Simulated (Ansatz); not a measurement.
Diamond-structure Si was calculated with PBE (PAW; Ansatz, a program for electronic structure).

Run with plane-wave cutoff 520 eV, 12×12×12 k mesh, perturbation theory, force constants from a 4×4×4 q mesh, scalar-relativistic PAW data made under PBE.

Computed at the level's own relaxed cell.

```xyz
2
Lattice="0.0000 2.7351 2.7351 2.7351 0.0000 2.7351 2.7351 2.7351 0.0000" Properties=species:S:1:pos:R:3 pbc="T T T"
Si     2.7351     2.7351     2.7351
Si     4.1026     4.1026     4.1026
```

Harmonic phonon frequencies (cm⁻¹; i marks an imaginary mode):

| q point | frequencies |
|---|---|
| Γ | ___ |

Q: Complete the blanks.

A: 
- Γ, frequencies: 0 0 0 503 503 503

Measured, for comparison: zone-centre TO phonon frequency 525 cm⁻¹ (low temperature, zero-point motion not removed; as tabulated in Tanner et al. (2021), arXiv:2110.11888). Computed (rounded) less measured: zone-centre TO phonon frequency -4 %.
